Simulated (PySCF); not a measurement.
Telling isomers of C₃H₆O apart by NMR

- NMR shieldings at PBE0/pcSseg-1/GIAO
- J: B3LYP/pcJ-1 (spin–dipole term left out of most H,H and C,H couplings)
- GFN2-xTB structure
- program: PySCF 2.14
- a single conformation, fast rotation and ring inversion assumed for equivalent nuclei, relativity neglected, in vacuum

Referencing at the same level of theory: 1H (σref 31.72), 13C (σref 186.93) vs TMS. Multiplet labels drop J under 1 Hz and among equivalent protons, and merge close values. Unscaled 3J(H,H) run several per cent high. Vicinal couplings that depend on rotamer populations or ring flexing (ring, CH–CH, X–H and H–F types) are those of the one conformer. Shifts are as computed. Against solution values, carbons near 30 ppm lie about +3 ppm off and those near 130 ppm about +5 ppm. Of 1211 compounds with measured shifts, 218 miss one by over three times the rms of a fit or turn the order of signals round; such compounds aren't used in these exercises. OH and NH positions are gas-phase values without hydrogen bonding to other molecules.

(1) Tabulate the signals of `OC1CC1`, `C=COC`, `C1COC1` and their relative energies.

(2) What is the quickest way to tell OC1CC1 from C1COC1?

(3) What is the quickest way to tell C=COC from C1COC1?

(4) What is the quickest way to tell OC1CC1 from C=COC?

Results:

(1) 
```tsv
SMILES	carbon types	δC	δH	E rel. (kcal/mol)
OC1CC1	1×CH 2×CH2	50.9, 8.1	3.37 (tt, 1H), 0.49 (m, 2H), 0.15 (m, 2H), -0.91 (br s, 1H)	1.6
C=COC	1×CH 1×CH2 1×CH3	161.3, 86.4, 55.0	6.77 (dd, 1H), 4.13 (dd, 1H), 4.00 (dd, 1H), 3.68 (s, 3H)	0.0
C1COC1	3×CH2	73.6, 23.3	4.90 (m, 4H), 2.68 (m, 2H)	3.8
```

Energies are electronic energies at PBE0/pcSseg-1 on these geometries, without zero-point or thermal terms, each for the one conformer computed, which needn't be the lowest.

(2) Both give the same number of carbon signals, but DEPT or the intensities differ. The first has a three-membered-ring carbon (CH) at 50.9 ppm, the second an sp3 CH2 bonded to O at 73.6 ppm. In the proton spectra the most deshielded non-exchanging signals are 3.37 (tt, J = 7.4, 3.6 Hz, 1H) and 4.90 (m, 4H).

(3) Count the carbon signals: 3 against 2. The first has an alkene carbon bearing oxygen (CH) at 161.3 ppm, the second an sp3 CH2 in a ring at 23.3 ppm. Their most deshielded carbons lie at 161.3 and 73.6 ppm. In the proton spectra the most deshielded non-exchanging signals are 6.77 (dd, J = 15.5, 8.4 Hz, 1H) and 4.90 (m, 4H).

(4) Count the carbon signals: 2 against 3. The first has a three-membered-ring carbon (CH) at 50.9 ppm, the second an alkene carbon bearing oxygen (CH) at 161.3 ppm. In the proton spectra the most deshielded non-exchanging signals are 3.37 (tt, J = 7.4, 3.6 Hz, 1H) and 6.77 (dd, J = 15.5, 8.4 Hz, 1H).
